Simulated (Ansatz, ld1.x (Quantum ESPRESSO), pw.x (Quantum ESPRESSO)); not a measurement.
Equation-of-state test of one RRKJ potential (silver (Ag))

* Element: Ag
* Generator: ld1.x (Quantum ESPRESSO) 7.5
* Type: norm-conserving RRKJ (Kleinman–Bylander form)
* Functional: LDA (PW92)
* Relativity: scalar-relativistic
* Frozen core: [Kr]
* Valence charge: 11
* Reference configuration: 4d10 5s1 5p0
* Partial waves: 5s (bound): rc 2.20 bohr; 5p (bound, empty): rc 4.15 bohr; 4d (bound): rc 1.75 bohr
* Local potential: the d channel
* Core correction: none
* rho0: 0.001

Crystal test: fcc Ag in pw.x 7.5, no spin, 14³ k-points, Fermi–Dirac smearing 0.01 Ry, cutoffs 110/440 Ry. The reference is all-electron LAPW (Ansatz 0.2.0) with the same functional, mesh and smearing; V0 and B0 come from Birch–Murnaghan fits to the pressures at five volumes. Errors are pseudo minus all-electron; Δ is the rms difference of the E(V) curves that follow from these fits, minima aligned, over ±6 % about the mean V0. Mesh and smearing are coarse, so the numbers serve the comparison and aren't converged zero-temperature values; the lattice is a test structure that the element need not adopt.

```csv
V (Å³/atom),P all-electron (GPa),P pseudo (GPa)
15.357,6.61,-75.16
15.761,2.36,-76.91
16.165,-1.23,-78.14
16.569,-4.25,-78.98
16.973,-6.80,-79.47
```

All-electron: a0 = 4.002 Å (V0 = 16.02 Å³/atom), B0 = 138.7 GPa.

Pseudopotential: mean pressure error (GPa): -77.07. The pressure does not cross zero within the volumes sampled, so no fit is given. The largest radius (4.15 bohr) exceeds half the bond length (2.68 bohr), so the spheres overlap, which is one possible source of error among others. This is a poor potential for the solid. Note: ghost states, extra bound levels that the all-electron valence spectrum of the same l lacks: s at -121.8 eV, p at -31.2 eV. A true bound ghost makes a file unfit for plane-wave use. Atomic configuration tests: 1 of 9 tests not solved or not reliable.

**Question.** At the middle volume, how do free energy and pressure move when the wave cutoff is lowered (ecutrho kept at four times it)?

**Answer.**

| cutoff (Ry) | shift of F (meV/atom) | shift of P (GPa) |
| --- | --- | --- |
| 50 | +378.1 | -12.27 |
| 66 | +180.9 | -3.19 |
| 88 | +35.7 | -1.96 |

The run at the middle volume (104 k-points, 14 iterations) took about 39 s on one core of a shared host (Neoverse-V2, 96 threads, 742 GiB, load 58).
